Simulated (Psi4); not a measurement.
# CH6BN− (SMILES [BH2-]NC): UB3LYP/6-31G(d) (spherical functions)

Aim: the vertical ionisation energy of CH6BN− at UB3LYP/6-31G* (spherical functions), from 2 runs. 

The results are computed with Psi4 1.11.

2 further runs of the same task are left out: 2 set aside as unsound or not needed.

## 1. The structure to begin with

CH6BN−: 9 atoms, total charge -1, spin state doublet. SMILES: `[BH2-]NC`. The coordinates come from a GFN2-xTB relaxation.

Bond lengths: B1–N2 1.579 Å, N2–C3 1.427 Å, B1–H4 1.245 Å, B1–H5 1.244 Å, N2–H6 1.019 Å, C3–H7 1.094 Å, C3–H8 1.126 Å, C3–H9 1.111 Å. Some angles: B1–N2–C3 115.8°, B1–N2–H6 109.3°, C3–N2–H6 109.1°, N2–B1–H4 109.8°, N2–B1–H5 109.2°, N2–C3–H7 108.4°, N2–C3–H8 116.1°, N2–C3–H9 112.1°, H4–B1–H5 112.5°, H7–C3–H8 106.3°.

## 2. Energy and gradient at UB3LYP/6-31G(d) (spherical functions)

Contents of input.in:

```
memory 1600 mb

molecule geom {
  -1 2
  B
  N 1 r2
  C 2 r3 1 a3
  H 1 r4 2 a4 3 d4
  H 1 r5 4 a5 2 d5
  H 2 r6 3 a6 1 d6
  H 3 r7 2 a7 6 d7
  H 3 r8 7 a8 2 d8
  H 3 r9 7 a9 8 d9

  r2 = 1.578697
  r3 = 1.427467
  a3 = 115.78305
  r4 = 1.245156
  a4 = 109.83976
  d4 = 70.02169
  r5 = 1.24435
  a5 = 112.49696
  d5 = -121.88093
  r6 = 1.019151
  a6 = 109.12791
  d6 = -123.72593
  r7 = 1.094086
  a7 = 108.35
  d7 = -179.95401
  r8 = 1.125777
  a8 = 106.27332
  d8 = -125.42804
  r9 = 1.110559
  a9 = 107.56545
  d9 = -113.19219
  units angstrom
  symmetry c1
  no_reorient
  no_com
}

set globals {
  basis                6-31G*
  reference            uks
  puream               true
  e_convergence        1e-09
  d_convergence        1e-08
  scf_type             pk
  dft_radial_points    99
  dft_spherical_points 590
  maxiter              200
}

e = gradient("b3lyp")
```

On the command line:

```
$ psi4 -n 1 input.in input.out
```

input.out:

```text
[...]
  Running in c1 symmetry.
[...]
  Nuclear repulsion =   68.874975425385372
[...]
  Multiplicity = 2
[...]
  Nalpha       = 13
  Nbeta        = 12
[...]
    Number of basis functions: 54
[...]
   @UKS iter   1:  -120.87755238731633   -2.94619e-01   1.50132e-02 ADIIS/DIIS
[...]
   @UKS iter  13:  -121.25264759550291   -9.94760e-13   3.21789e-09 DIIS
[...]
   @S^2 Observed:                7.518945473E-01
[...]
    Orbital Energies [Eh]
    ---------------------
    Alpha Occupied:
       1A    -14.069865     2A    -10.003960     3A     -6.452700
       4A     -0.644625     5A     -0.447785     6A     -0.272987
       7A     -0.238603     8A     -0.212063     9A     -0.176852
      10A     -0.089520    11A     -0.052244    12A     -0.021783
      13A      0.128471
    Alpha Virtual:
      14A      0.279729    15A      0.321475    16A      0.336909
      17A      0.351016    18A      0.415343    19A      0.428263
      20A      0.432791    21A      0.469070    22A      0.686800
      23A      0.693942    24A      0.734344    25A      0.749303
[...]
  @UKS Final Energy:  -121.25264759550291
   => Energetics <=
    Nuclear Repulsion Energy =             68.8749754253853723
    One-Electron Energy =                -304.0925466203019027
    Two-Electron Energy =                 129.2443009710269450
    DFT Exchange-Correlation Energy =     -15.2793773716133288
    Empirical Dispersion Energy =           0.0000000000000000
    VV10 Nonlocal Energy =                  0.0000000000000000
    Total Energy =                       -121.2526475955029071
[...]
 Multipole Moments:
 ------------------------------------------------------------------------------------
     Multipole            Electronic (a.u.)      Nuclear  (a.u.)        Total (a.u.)
 ------------------------------------------------------------------------------------
 L = 1.  Multiply by 2.5417464519 to convert [e a0] to [Debye]
 Dipole X            :          0.3852736           -0.0608909            0.3243827
 Dipole Y            :          0.7615335           -1.4071162           -0.6455827
 Dipole Z            :          0.4163657            1.5456342            1.9620000
 Magnitude           :                                                    2.0908001
[...]
  -Total Gradient:
     Atom            X                  Y                   Z
    ------   -----------------  -----------------  -----------------
       1        0.008462062131    -0.009185814598    -0.014083325429
       2       -0.001467406776    -0.007700113264     0.019234816168
       3       -0.006130028959     0.004379853968    -0.006662735643
       4       -0.004672525616     0.002683699875     0.001198560501
       5       -0.001660840291     0.004231514051     0.000561787225
       6       -0.001227530705     0.000425175000    -0.000699545263
       7        0.002442206004     0.003709541208     0.000263470241
       8        0.003150017171     0.000029979828     0.000909098305
       9        0.001105976817     0.001427003858    -0.000718554264
[...]
```

Run time: 16 s. Hardware: 1 thread of AMD EPYC 9R45 (Zen 5), shared host; peak memory 0.99 GiB.

## 3. Singlet neutral CH6BN, same level

Contents of input.in:

```
memory 1.6 GB

molecule system {
  B     -0.86231983     1.26365986    -2.26077385
  N     -0.45073748     0.82393949     0.66110179
  C      0.93169167    -1.39354074     1.33065065
  H     -2.36790242    -0.33557757    -3.10474443
  H     -1.59918073     3.46836553    -2.61541875
  H      0.42218371     2.36453871     1.41854181
  H     -0.02409401    -3.03047820     0.50508600
  H      2.94799165    -1.47835164     0.65743572
  H      1.00236743    -1.68257435     3.40810217
  units bohr
  symmetry c1
}

set basis 6-31G*
set reference rks
set puream true
set e_convergence 1e-09
set d_convergence 1e-08
set scf_type pk
set dft_radial_points 99
set dft_spherical_points 590

energy_value, wavefunction = gradient("b3lyp", return_wfn=True)
```

On the command line:

```
$ psi4 -i input.in -o input.out -n 1
```

input.out:

```text
[...]
  Running in c1 symmetry.
[...]
  Nuclear repulsion =   68.874971078379687
[...]
  Multiplicity = 1
[...]
  Nalpha       = 12
  Nbeta        = 12
[...]
    Number of basis functions: 54
[...]
   @RKS iter   1:  -121.03513410692784   -4.52201e-01   1.28460e-02 ADIIS/DIIS
[...]
   @RKS iter  11:  -121.28502219785207   -5.72697e-12   8.57064e-09 DIIS
[...]
    Orbital Energies [Eh]
    ---------------------
    Doubly Occupied:
       1A    -14.336378     2A    -10.204056     3A     -6.765717
       4A     -0.886147     5A     -0.659746     6A     -0.513200
       7A     -0.469441     8A     -0.423820     9A     -0.395847
      10A     -0.338415    11A     -0.314681    12A     -0.260544
[...]
  @RKS Final Energy:  -121.28502219785207
   => Energetics <=
    Nuclear Repulsion Energy =             68.8749710783796871
    One-Electron Energy =                -298.3665557438274050
    Two-Electron Energy =                 123.2416017399276456
    DFT Exchange-Correlation Energy =     -15.0350392723320176
    Empirical Dispersion Energy =           0.0000000000000000
    VV10 Nonlocal Energy =                  0.0000000000000000
    Total Energy =                       -121.2850221978520722
[...]
 Multipole Moments:
 ------------------------------------------------------------------------------------
     Multipole            Electronic (a.u.)      Nuclear  (a.u.)        Total (a.u.)
 ------------------------------------------------------------------------------------
 L = 1.  Multiply by 2.5417464519 to convert [e a0] to [Debye]
 Dipole X            :         -0.1682261            0.8683410            0.7001149
 Dipole Y            :          1.3866491           -1.4438524           -0.0572033
 Dipole Z            :         -0.9899851            1.2385245            0.2485394
 Magnitude           :                                                    0.7451208
[...]
  -Total Gradient:
     Atom            X                  Y                   Z
    ------   -----------------  -----------------  -----------------
       1        0.077657734330    -0.007413586775    -0.090546655809
       2       -0.023036173848    -0.030681624320     0.090754743210
       3       -0.017204911405     0.032332212331    -0.016377014675
       4       -0.033099210728    -0.000823146089     0.009448747134
       5       -0.024548620741     0.012149230002     0.009225295297
       6        0.005030159297    -0.002799305969    -0.003978581475
       7       -0.000265295373     0.002634506647    -0.000748646349
       8        0.013328076140    -0.003971733764    -0.004637519108
       9        0.002139900256    -0.001425409164     0.006863371357
[...]
```

Wall time 9 s (1 thread of AMD EPYC 9R45 (Zen 5), shared host); peak memory 0.99 GiB.

## 4. Results

At UB3LYP/6-31G* (spherical functions):

| quantity | value |
| --- | --- |
| doublet CH6BN−: total energy | -121.25265 Eh |
| doublet CH6BN−: HOMO energy (highest over α and β) | 3.50 eV |
| doublet CH6BN−: LUMO energy (lowest over α and β) | 6.82 eV |
| doublet CH6BN−: ⟨S²⟩ | 0.752 |
| doublet CH6BN−: largest force on an atom | 1.068 eV/Å |
| singlet neutral CH6BN: total energy | -121.28502 Eh |
| singlet neutral CH6BN: dipole moment | 1.89 D |
| singlet neutral CH6BN: HOMO energy | -7.09 eV |
| singlet neutral CH6BN: LUMO energy | -1.58 eV |
| singlet neutral CH6BN: HOMO–LUMO gap | 5.51 eV |
| singlet neutral CH6BN: largest force on an atom | 6.146 eV/Å |
| vertical detachment energy (to the singlet neutral) | -0.881 eV |

**Reading.** The species is unbound against losing an electron at this level, by 0.88 eV (−20.3 kcal/mol); missing correlation or diffuse functions can give that sign where the real anion is bound. The largest force (doublet CH6BN−) is 1.07 eV/Å: the shape isn't a stationary point for this species at this level. Only the singlet of the ionised species was computed; a triplet could lie lower. The HOMO (doublet CH6BN−) lies at positive energy, 3.50 eV; only total energies tell whether the electron is bound.
